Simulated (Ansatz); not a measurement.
Relaxation of FH3Si (5 atoms, charge 0, multiplicity 1), to a largest force component of 0.03 eV/Å in at most 50 steps.

Method: Ansatz, UKS B3LYP-D4/def2-SVP.

```xyz
5
Properties=species:S:1:pos:R:3
Si -0.957 -0.168 0.406
F 1.659 -0.336 -0.989
H 1.158 -1.101 -1.031
H -0.406 0.420 1.705
H -1.454 1.186 -0.092
```

Q: Where does it end, and by what steps?

A: The run converged. After 6 steps the energy has fallen by 0.219 eV; F2 moved furthest, 0.64 Å.

| step | energy less start (eV) | largest force component (eV/Å) | accepted |
| --- | --- | --- | --- |
| 0 | 0.0000 | 0.853 | yes |
| 1 | -0.0720 | 1.137 | yes |
| 2 | -0.1428 | 0.917 | yes |
| 3 | -0.1886 | 0.364 | yes |
| 4 | -0.2046 | 0.382 | yes |
| 5 | -0.2161 | 0.338 | yes |
| 6 | -0.2192 | 0.019 | yes |

```xyz
5
Properties=species:S:1:pos:R:3
Si -0.863 -0.254 0.353
F 1.130 -0.175 -0.673
H 1.149 -1.042 -1.022
H -0.216 0.361 1.594
H -1.200 1.108 -0.252
```

Whether the end is a true minimum wasn't checked by a vibrational analysis.

The run took 18 s on 1 thread of Intel(R) Xeon(R) Processor @ 2.70GHz, on a shared host, peak memory 0.13 GiB.
